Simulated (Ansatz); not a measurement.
in.yaml

```yaml
crystal:
  periodic: [false, false, false]
  atoms:
    - {symbol: As, position_ang: [0.005402, -0.009066, -0.019215]}
    - {symbol: H, position_ang: [1.441514, 0.004697, 0.402907]}
    - {symbol: H, position_ang: [-1.139964, 1.929522, 0.628598]}
    - {symbol: H, position_ang: [-0.703123, -1.260360, 0.396777]}
basis:
  gaussian: {orbitals: "6-31G*"}
total_charge: 1
magnetization: {spin_polarized: false, initial_magnetization: 1}
correlation: {method: mp2, electrons: all}
accuracy: high
output: {forces: true}
```

```sh
$ ansatz run in.yaml --threads 1 --pin off --events-out ev --progress --plain --max-ram 2393MiB
```

Problem. Roughly how long does this take on 1 thread of Arm Neoverse V2, shared host, and how much host memory?

Solution. 1.5 s wall and 0.18 GiB.

```
703 factors; integrals over basis functions are off by at most 4.5e-9 eV
mean field evaluation 1: about -60822.2893 eV, gradient 1.1e1 eV
mean field evaluation 2: about -60822.3111 eV, gradient 1.1e1 eV
mean field evaluation 4: about -60823.0677 eV, gradient 1.7e0 eV
mean field evaluation 8: about -60823.1038 eV, gradient 2.3e-1 eV
mean field evaluation 16: about -60823.1062 eV, gradient 1.4e-8 eV
mean field -60823.10621728 eV, -2235.2079261029 hartree, gradient 1.5e-8 eV, S^2 0.750000; 0 other end points of the search recorded, 0 dependent functions left out
mean field evaluation 32: about -60823.6539 eV, gradient 4.1e-3 eV
reference -60823.10621728 eV, -2235.2079261029 hartree; 18, 17 occupied and 23, 24 virtual orbitals, 703 factors
second order -8.49491168 eV of doubles, -0.04395396 eV of singles
the calculation of the forces begins
Total energy: -60831.64508292 eV, -2235.5217236273 hartree
Atom 0 at     0.005402    -0.009066    -0.019215 Å, force    -1.681831     2.849692     0.309164 eV/Å
Atom 1 at     1.441514     0.004697     0.402907 Å, force     0.192585    -0.138986     0.227202 eV/Å
Atom 2 at    -1.139964     1.929522     0.628598 Å, force     1.461727    -2.474352    -0.763096 eV/Å
Atom 3 at    -0.703123    -1.260360     0.396777 Å, force     0.027519    -0.236354     0.226730 eV/Å
Dipole moment:    -0.100949     0.170219     0.189420 e Å
```

Forces (eV/Å):
```
As  -1.682  2.850  0.309
H    0.193 -0.139  0.227
H    1.462 -2.474 -0.763
H    0.028 -0.236  0.227
```
